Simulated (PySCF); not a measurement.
Molecule: monofluorosilane (F[SiH3], FH$_{3}$Si).

Geometry:
| atom | x (Å) | y (Å) | z (Å) |
| --- | --- | --- | --- |
| F1 | 1.572 | -0.054 | -0.223 |
| Si2 | -0.037 | 0.003 | -0.001 |
| H3 | -0.492 | 1.406 | -0.201 |
| H4 | -0.343 | -0.448 | 1.385 |
| H5 | -0.683 | -0.900 | -0.994 |

Geometry PBE0-D3(BJ)/def2-SVP throughout; GIAO in PySCF, gas phase, one conformer, non-relativistic; equivalent atoms averaged; basis pcSseg-2.

Question: How do the absolute shieldings σ depend on the functional? (ppm; last column core-seconds on shared hosts with different chips, so compare them loosely; the GGAs took longer than the global hybrids here, which isn't the general rule, and the cause wasn't traced)

Answer: 
```
functional                    kind     F1    Si2  H3/H4/H5  core-s
       KT3                     GGA  404.9  376.7     26.23     4.9
      PBE0           global hybrid  410.8  357.5     26.03       3
  mPW1PW91           global hybrid  410.2  357.1     26.12     3.1
      WP04           global hybrid  405.1  357.3     27.15     3.3
     B97-2           global hybrid  410.1  367.2     26.26     3.1
 BHandHLYP           global hybrid  413.4  370.1     26.51     3.1
 CAM-B3LYP  range-separated hybrid  410.4  348.4     26.18       4
   wB97X-D  range-separated hybrid  411.2  358.6     26.22     4.1
   LC-wPBE  range-separated hybrid  415.1  357.3     26.20     5.6
```

Question: Which nucleus moves most, in ppm?

Answer: Si2 (silicon bonded to F, 3 H): from 348.4 ppm with CAM-B3LYP to 376.7 ppm with KT3. The smallest spread is 1.11 ppm, at H3/H4/H5.
